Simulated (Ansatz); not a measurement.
**Property card for ScPt₃**

Computed with DFT PBEsol, scalar-relativistic, plane waves, PAW (Ansatz).

Cutoff 420 eV; k points 10×10×10 on the computed 4-atom cell (Γ-centred); Gaussian smearing, width 0.10 eV; no spin polarisation.

The structure is relaxed at this level of theory with its symmetry kept. Whether it is the stable form of this composition wasn't checked.

The structure is cubic, space group Pm-3m (No. 221). The conventional cell has a = 3.952 Å, b = 3.952 Å, c = 3.952 Å, α = 90.00°, β = 90.00°, γ = 90.00°. Sc (site symmetry m-3m) has 12 Pt at 2.79 Å as nearest neighbours. Around Pt (site symmetry 4/mmm) lie 8 Pt at 2.79 Å and 4 Sc at 2.79 Å.

```
Volume per atom                                                   : 15.43 Å³
Formation energy from the elements' standard states (uncorrected) : -1.067 eV/atom
Kohn–Sham band gap                                                : none (metal)
Density of states at the Fermi level                              : 3.08 states/eV per cell
Löwdin character within 0.5 eV of the Fermi level                 : Pt 5d 78 %, Sc 3d 9 %, unprojected 5 %
Bulk modulus                                                      : 229 GPa
Its pressure derivative                                           : 5.0
Bader charges (e)                                                 : Sc (1 in the cell) 1.61, Pt (3 in the cell) -0.54
```

Spin-orbit coupling is left out, which matters for the bands of heavy elements.

Cost: 9 runs of about 2.3 core-minutes in all, on Arm Neoverse V1 (shared hosts).